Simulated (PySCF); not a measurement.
BCl3, SMILES ClB(Cl)Cl (connectivity only; charge and spin as stated), charge +1, multiplicity 2. Geometry: r2SCAN-D4/def2-SVP. The multiplicity is an assumed one; other spin states were not compared. The isomer is the one that the SMILES or the coordinates give; other isomers of the formula were not compared.

Level of theory: r2SCAN-D4/def2-SVP run with PySCF.

Harmonic wavenumbers (cm⁻¹): 165, 165, 403, 473, 869, 869. Rotational constants (GHz): 3.171, 3.171, 1.586; symmetry number 6.

Task: Work out the zero-point energy and the ideal-gas rigid-rotor harmonic-oscillator thermochemistry at 298.15 K and 1 atm.

Result: ZPE = ½ Σ hcν = ½ × 2944 cm⁻¹ = 4.21 kcal/mol. H − E(el) = 7.78 kcal/mol. Entropy in cal/(mol K): translation 40.19, rotation 23.84, vibration 6.98, spin 1.38, total 72.39. G − E(el) = -13.81 kcal/mol. Cp = 15.58 cal/(mol K).
